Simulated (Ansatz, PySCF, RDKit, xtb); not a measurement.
**Solving [B2SiH5]−, step by step**

Given the formula [B2SiH5]− (charge -1) and nothing else, which arrangement of the atoms is the most stable in the gas at 298.15 K, and what are its properties?

The funnel: GFN2-xTB relaxations, single points with a density functional, relaxations at PBE0-D3(BJ)/def2-SVPD, harmonic vibrations, and a last energy at a higher level. All values are calculated.

9 further runs of the same task are left out: 2 for a known fault of the program, 7 set aside as unsound or not needed.

### Step 1. Drawing up candidates

All bonding patterns within simple valence rules are listed by program: one Lewis structure each, at most two rings and one unusual centre or charged pair. O–O, O–halogen and N–halogen bonds and N–N–N chains are not drawn. That gives 19 candidates.

c020 B[Si][BH3-] (triplet); c110 [BH3-]B[SiH]; c129 [B][SiH2][BH3-]; c172 B[BH-]=[SiH2]; c211 [BH3-]B[SiH] (triplet); c326 [B][BH2-][SiH3]; c357 B=[SiH][BH3-]; c382 B[BH2-][SiH]; c427 B[BH2-][SiH] (triplet); c559 [BH2-]=B[SiH3]; c576 [B][SiH2][BH3-] (triplet); c686 [BH2-]1[BH2-][SiH+]1; c842 [BH+][BH2-][SiH2-]; c864 [BH3-]B=[SiH2]; c897 B1[BH2-][SiH2]1; c924 [B][BH2-][SiH3] (triplet); c945 B=[BH-][SiH3]; c987 B[Si][BH3-].

Candidates are built by distance geometry, with a force field where one applies, in up to four conformers (letters a to d). 14 starts with atoms placed at random are added, to find patterns that the rules miss.

**Question.** With final energies at CCSD(T)/def2-SVPD + MP2/def2-TZVPPD - MP2/def2-SVPD, which structure will this search put lowest in free energy, and by what margin?

| quantity | value |
| --- | --- |
| lowest structure found | B[SiH]=[BH2-], singlet, C2v |
| next finalist | [BH]1[BH2][SiH2]1 ‡, singlet, 5.9 kcal/mol higher in G |
| share at equilibrium, among the finalists | 100.0 % |
| harmonic wavenumbers, lowest and highest (PBE0-D3(BJ)/def2-SVPD) | 76 and 2543 cm⁻¹ |
| rotational constants, same geometry | 0.8847, 0.2001, 0.1632 cm⁻¹ |
| HOMO energy (PBE0/def2-TZVPD) | -0.66 eV |
| LUMO energy (PBE0/def2-TZVPD) | 2.65 eV |
| HOMO–LUMO gap (to an unbound level, set by the basis) (PBE0/def2-TZVPD) | 3.32 eV |
| lowest excitation (TD-B3LYP/def2-SVPD) | 3.12 eV (f = 0.293) |
| lowest triplet excitation, same level, Tamm-Dancoff | 1.33 eV |
| vertical detachment energy | 2.39 eV |
| vertical triplet less singlet | +1.25 eV |

The lowest structure found is `B[SiH]=[BH2-]`. Among the finalists first place is clear (5.9 kcal/mol); structures outside the list aren't covered. PBE0-D3(BJ)/def2-SVPD, HF/def2-SVPD and MP2/def2-SVPD already put its bonding pattern lowest among the structures in one piece. A large T1 diagnostic among the finalists warns that one reference determinant may not suffice. It concerns: the winner; the finalist [BH2][Si]1[H][BH2]1 ‡ (singlet). In an anion, excitations above the detachment energy lie in the continuum and hang on the basis, so they needn't be bound states. The search is not exhaustive (a finite list of starts, one conformer a finalist), so a lower isomer can't be ruled out. Patterns outside the rules of the enumeration were met only by chance.

‡ marks the bonded skeleton alone, with all bonds drawn single: no Lewis structure was assigned that passes a check against the bond lengths.
